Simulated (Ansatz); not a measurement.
Relaxation of AlBFH3 (6 atoms, charge 0, multiplicity 1), to a largest force component of 0.015 eV/Å in at most 40 steps.

Level of theory: RKS B3LYP/def2-SVP in Ansatz 0.2.0.

```xyz
6
Properties=species:S:1:pos:R:3
F -0.163 -1.901 -1.110
B -0.716 -0.760 -0.332
Al 0.547 0.715 0.314
H -1.786 -0.688 -0.064
H -0.053 1.955 1.188
H 2.111 0.702 -0.041
```

Problem. Where does it end, and by what steps?

Solution. The forces met the threshold. The force dipped under the threshold on the way, but the program's further checks kept it going. After 19 steps the energy has fallen by 0.785 eV; F1 moved furthest, 1.06 Å.

```json
{"step": "0", "energy less start (eV)": "0.0000", "largest force component (eV/Å)": "4.006", "accepted": "yes"}
{"step": "1", "energy less start (eV)": "-0.5929", "largest force component (eV/Å)": "1.885", "accepted": "yes"}
{"step": "2", "energy less start (eV)": "-0.6147", "largest force component (eV/Å)": "1.778", "accepted": "yes"}
{"step": "3", "energy less start (eV)": "-0.5862", "largest force component (eV/Å)": "2.927", "accepted": "no"}
{"step": "4", "energy less start (eV)": "-0.7201", "largest force component (eV/Å)": "0.227", "accepted": "yes"}
{"step": "5", "energy less start (eV)": "-0.7281", "largest force component (eV/Å)": "0.119", "accepted": "yes"}
{"step": "6", "energy less start (eV)": "-0.7375", "largest force component (eV/Å)": "0.124", "accepted": "yes"}
{"step": "7", "energy less start (eV)": "-0.7318", "largest force component (eV/Å)": "0.694", "accepted": "no"}
{"step": "8", "energy less start (eV)": "-0.7452", "largest force component (eV/Å)": "0.086", "accepted": "yes"}
{"step": "9", "energy less start (eV)": "-0.7517", "largest force component (eV/Å)": "0.241", "accepted": "yes"}
{"step": "10", "energy less start (eV)": "-0.7566", "largest force component (eV/Å)": "0.323", "accepted": "yes"}
{"step": "11", "energy less start (eV)": "-0.7750", "largest force component (eV/Å)": "0.075", "accepted": "yes"}
{"step": "12", "energy less start (eV)": "-0.7752", "largest force component (eV/Å)": "0.080", "accepted": "yes"}
{"step": "13", "energy less start (eV)": "-0.7749", "largest force component (eV/Å)": "0.501", "accepted": "no"}
{"step": "14", "energy less start (eV)": "-0.7803", "largest force component (eV/Å)": "0.107", "accepted": "yes"}
{"step": "15", "energy less start (eV)": "-0.7807", "largest force component (eV/Å)": "0.164", "accepted": "yes"}
{"step": "16", "energy less start (eV)": "-0.7843", "largest force component (eV/Å)": "0.037", "accepted": "yes"}
{"step": "17", "energy less start (eV)": "-0.7845", "largest force component (eV/Å)": "0.011", "accepted": "yes"}
{"step": "18", "energy less start (eV)": "-0.7846", "largest force component (eV/Å)": "0.008", "accepted": "yes"}
{"step": "19", "energy less start (eV)": "-0.7846", "largest force component (eV/Å)": "0.006", "accepted": "yes"}
```

```xyz
6
Properties=species:S:1:pos:R:3
F -0.455 -2.078 -0.105
B -0.701 -0.800 -0.385
Al 0.608 0.761 0.328
H -1.701 -0.610 -1.058
H 0.351 1.482 1.726
H 1.839 1.269 -0.550
```

Run time: 34 s on 1 thread of Arm Neoverse V1, on a shared host, peak memory 0.13 GiB.
